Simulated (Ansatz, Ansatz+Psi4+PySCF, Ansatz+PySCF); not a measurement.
```xyz
6

C     0.7133    0.0000    0.0000
B    -0.8130    0.0000    0.0000
H     1.3075   -0.9074   -0.0836
H     1.3075    0.9074    0.0836
H    -1.4150    1.0272   -0.0738
H    -1.4150   -1.0272    0.0739
```

Basis set: cc-pVTZ (spherical functions). Correlated methods keep 2 orbitals frozen. Correlation on ROHF uses semicanonical orbitals with singles. Charge 0, multiplicity 2.

Computed with Ansatz (development build ahead of 0.2.0); each method stands on the lowest determinant of its kind that the runs found.

The atomization energy at this shape (free ground-state atoms in the same class of orbitals less the molecule, no zero-point energy) of doublet CH4B:

```json
{"method": "ROHF-CCSD(T)", "atomization energy": "476.85 kcal/mol"}
{"method": "ROHF-MP2", "atomization energy": "478.88 kcal/mol"}
{"method": "UHF", "atomization energy": "392.17 kcal/mol"}
```

(1) What does ROHF give?

Answers

(1) 395.50 kcal/mol.
